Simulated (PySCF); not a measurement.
Level of theory: B3LYP-D3(BJ)/def2-TZVP // B3LYP-D3(BJ)/def2-SVP (PySCF). Gas-phase values, no solvent. B3LYP has the VWN-RPA correlation part, as in Gaussian. 

Reference species (SMILES): `N` (neutral, multiplicity 1).

The dipole moment is 1.78 D.

Changed species: `CO` (free base CH3OH; the reference has free base NH3).

Question: Predict the effect on the dipole moment.

Answer: the dipole moment falls by 0.11 D, to 1.67 D.
